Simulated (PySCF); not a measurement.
# Converging SH⁻ in the basis (r²SCAN)

PySCF, UKS reference; singlet, unpaired electrons none; De to H + S⁻ without counterpoise correction.

```csv
basis,relativity,functions,Re (Å),ωe (cm⁻¹),De (eV),μ (D)
aug-pcseg-1,no relativity,36,1.357,2656,3.92,-0.37
aug-cc-pVDZ/aug-cc-pV(D+d)Z,no relativity,41,1.355,2653,3.95,-0.44
def2-TZVPPD,no relativity,68,1.345,2660,3.97,-0.38
```

(1) How does each smaller set differ from the one with most functions, def2-TZVPPD?

A positive dipole points towards S; it is taken about the centre of mass and depends on that origin. For an ion De counts to the pair picked by the measured ionisation energies or electron affinities, which need not be the lowest pair at this level. The highest Kohn–Sham level is positive in some of these anions. Much of that is self-interaction error, but it also means that the finite basis helps to hold the extra electron.

## Answers

(1) aug-pcseg-1: +1.2 pm, -0.2 % in ωe, -0.05 eV in De; aug-cc-pVDZ/aug-cc-pV(D+d)Z: +1.0 pm, -0.3 % in ωe, -0.02 eV in De. All at r²SCAN; the set with most functions is neither the basis-set limit nor always the best.
